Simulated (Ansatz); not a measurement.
A nudged elastic band was laid between two geometries of BH4N + H (7 atoms, charge 0, multiplicity 2).

Method: Ansatz 0.2.0, UKS PBE-D4/def2-mTZVP.

```json
{"movable images": "7", "climbing image": "yes", "spring": "5.0 eV/Å²", "optimiser": "quadratic models (default)", "start path": "through a guess of the saddle point", "force threshold": "0.05 eV/Å", "iteration limit": "60", "end points": "relaxed"}
```

First end point:

```xyz
7
Properties=species:S:1:pos:R:3
B -0.050 0.118 -0.319
H -0.288 -0.309 0.779
N 1.251 0.016 -0.810
H 2.018 -0.399 -0.286
H 1.536 0.351 -1.728
H -0.892 0.627 -1.009
H 0.338 -0.404 3.763
```

Last end point:

```xyz
7
Properties=species:S:1:pos:R:3
B 0.045 -0.199 -0.561
H -0.169 -0.364 2.183
N 1.333 -0.015 -1.025
H 2.074 -0.705 -0.912
H 1.655 0.823 -1.517
H -0.851 0.591 -0.678
H -0.174 -0.131 2.900
```

(1) What changes between the two ends?

(2) What energy profile does the band end with?

(3) What is the geometry of the highest image?

(4) What are the harmonic wavenumbers there?

The band took 25 iterations and of the order of 3 core-minutes.

Results:

(1) Bonds broken: B1–H2. Bonds formed: H2–H7. BH4N + H becomes BH3N + H2.

(2) The run converged. The highest image is number 4 of 0 to 8, 27.1 kJ/mol above the first end and 14.5 kJ/mol above the last; the last end lies 12.5 kJ/mol above the first. A vibrational analysis at the climbing image gives one clearly imaginary mode, 675i cm⁻¹: a first-order saddle point.

```csv
image,path coordinate (Å),energy (kJ/mol),B1–H2 (Å),H2–H7 (Å)
0,0.00,0.0,1.20,3.05
1,0.47,0.5,1.20,2.53
2,0.93,2.8,1.20,2.04
3,1.40,9.6,1.23,1.53
4,1.87,27.1,1.63,0.89
5,2.42,17.7,2.16,0.77
6,2.98,13.1,2.59,0.76
7,3.54,12.6,2.82,0.75
8,4.10,12.5,2.76,0.75
```

(3) 
```xyz
7
Properties=species:S:1:pos:R:3
B -0.029 0.242 -0.112
H 0.032 -0.254 1.436
N 1.211 0.020 -0.680
H 1.988 -0.396 -0.165
H 1.458 0.245 -1.645
H -0.964 0.727 -0.685
H 0.217 -0.584 2.239
```

(4) 675i, 126, 171, 608, 738, 828, 1015, 1050, 1078, 1321, 1611, 2038, 2581, 3425, 3502 cm⁻¹.

The run took 3.4 min on 1 thread of Arm Neoverse V2, on a shared host, peak memory 0.11 GiB.
